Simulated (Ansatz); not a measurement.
bcc Ba, treated with revPBE (PAW; Ansatz, a quantum-chemistry and plane-wave program).

Run with plane-wave cutoff 520 eV, 16×16×16 k mesh, Fermi–Dirac smearing 0.05 eV, scalar-relativistic PAW data made under PBE.

Pressure at four volumes; x = ln(V/67.191 Å³). One pressure is withheld.

```csv
V (Å³/atom),x,P (GPa)
63.159,-0.0619,0.532
67.191,0.0000,-0.010
69.878,0.0392,-0.307
71.222,0.0583,?
```

Pass a parabola P(x) through the three rows shown, estimate the bulk modulus and its pressure derivative near zero pressure, and predict the withheld pressure.

Slopes between the rows: (-0.010 − (0.532))/(0.0000 − (-0.0619)) = -8.76 and (-0.307 − (-0.010))/(0.0392 − (0.0000)) = -7.58 GPa. Their difference over the span 0.1011 is c = 1.18/0.1011 = 11.7 GPa, so P(x) = 0.532 + (-8.76)(x − (-0.0619)) + 11.7 (x − (-0.0619))(x − (0.0000)). At the middle row B = −dP/dx = −[-8.76 + 11.7 × 0.0619] = 8.0 GPa, and B′ = dB/dP = 2c/B = 2.9. At x = 0.0583 the parabola gives -0.439 GPa; the run gives -0.439 GPa. The Birch–Murnaghan fit to the energies at all volumes has B0 = 8.06 GPa and B′ = 2.8.

Measured, for comparison: bulk modulus 9.34 GPa (corrected for temperature and zero-point phonon effects, our sources range from 9.34 to 10.6; as tabulated in Levämäki et al. (2014), arXiv:1402.3671). Computed (rounded) less measured: bulk modulus -14 % (-14 % to -24 % over the range).

Spin–orbit coupling is not included.
